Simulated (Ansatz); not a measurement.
# Worked example: ideal-gas entropy of C3HF3 (3,3,3-trifluoroprop-1-yne)

A singlet with charge 0, relaxed at PBE0-D4/def2-TZVP (Ansatz 0.2.0):

```xyz
7

C     1.2401   -1.2243    0.0569
C     0.3899   -0.3849    0.0178
C    -0.6495    0.6412   -0.0298
F    -1.8298    0.1173   -0.3684
F    -0.3537    1.5868   -0.9245
F    -0.7950    1.2363    1.1563
H     1.9980   -1.9725    0.0916
```

Harmonic wavenumbers in cm⁻¹: 182, 183, 458, 458, 543, 624, 624, 737, 737, 825, 1194, 1194, 1264, 2272, 3477.

Masses in u: C 12.011, F 18.998, H 1.008. Take T = 298.15 K, p = 1 bar, R = 8.3145 J/(mol K), kT/hc = 207.22 cm⁻¹, rigid rotor and harmonic oscillator.

**Question.** Compute the standard molar entropy.

**Answer.** 
1. Translation (Sackur–Tetrode): S = R[3/2 ln M + 5/2 ln T − 1.1517] with M = 94.035 gives 165.5 J/(mol K).
2. Rotation: principal moments 88.294, 174.791, 174.795 u Å² give A, B, C = 0.1909, 0.0964, 0.0964 cm⁻¹; the symmetry number is σ = 3; q = (√π/σ)√((kT/hc)³/ABC) = 41843; S = R(ln q + 3/2) = 101.0.
3. Vibration: with u = ν̃/207.22, each mode gives R[u/(eᵘ − 1) − ln(1 − e⁻ᵘ)]; the sum is 35.0, most from 182 cm⁻¹ (9.7), 183 cm⁻¹ (9.6), 458 cm⁻¹ (3.2).
4. Electronic: R ln 1 = 0.0, from the spin multiplicity alone.
5. Sum: 165.5 + 101.0 + 35.0 + 0.0 = 301.5 J/(mol K).

No measured value is set beside it here. Where a soft mode is a torsion, a harmonic oscillator describes it poorly.
